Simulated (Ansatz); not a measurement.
Geometry optimisation, Ansatz 0.2.0, RKS r2SCANh-D4/def2-SVP.

Input file:

```yaml
crystal:
  periodic: [false, false, false]
  atoms:
    - { symbol: B, position_ang: [0.29115, -1.41107, 2.1027] }
    - { symbol: C, position_ang: [0.14036, -0.72753, 0.98807] }
    - { symbol: Al, position_ang: [-0.07812, 0.3793, -0.561] }
    - { symbol: H, position_ang: [-1.06801, 0.0669, -1.71793] }
    - { symbol: H, position_ang: [0.71462, 1.6924, -0.81184] }
basis:
  gaussian: { orbitals: def2-SVP }
hamiltonian:
  xc: r2scanh
  dispersion: d4
relax:
  f_tol: 0.02
  max_steps: 50
output:
  orbitals: {}
```

Run as:

```bash
$ ansatz run input.yaml --threads 1 --pin off --max-ram 2048MiB --backend cpu --events-out ev --progress --plain --runs-dir out
```

Problem. Where does it end, and by what steps?

Solution. It converged. After 12 steps the energy has fallen by 0.619 eV; B1 moved furthest, 0.87 Å. Joined: B1–Al3.

| step | energy less start (eV) | largest force component (eV/Å) | accepted |
| --- | --- | --- | --- |
| 0 | 0.0000 | 3.166 | yes |
| 1 | -0.2622 | 1.593 | yes |
| 2 | -0.3713 | 1.079 | yes |
| 3 | -0.4330 | 0.731 | yes |
| 4 | -0.4903 | 0.720 | yes |
| 5 | -0.5107 | 1.399 | yes |
| 6 | -0.5488 | 0.536 | yes |
| 7 | -0.5820 | 0.328 | yes |
| 8 | -0.5981 | 0.948 | yes |
| 9 | -0.6165 | 0.130 | yes |
| 10 | -0.6168 | 0.174 | yes |
| 11 | -0.6187 | 0.035 | yes |
| 12 | -0.6190 | 0.006 | yes |

```xyz
5
Properties=species:S:1:pos:R:3
B 0.588 -0.695 1.711
C -0.339 -1.194 0.810
Al -0.066 0.285 -0.428
H -1.048 0.036 -1.663
H 0.864 1.568 -0.430
```

The run took 19 s on 1 CPU thread of a shared host.
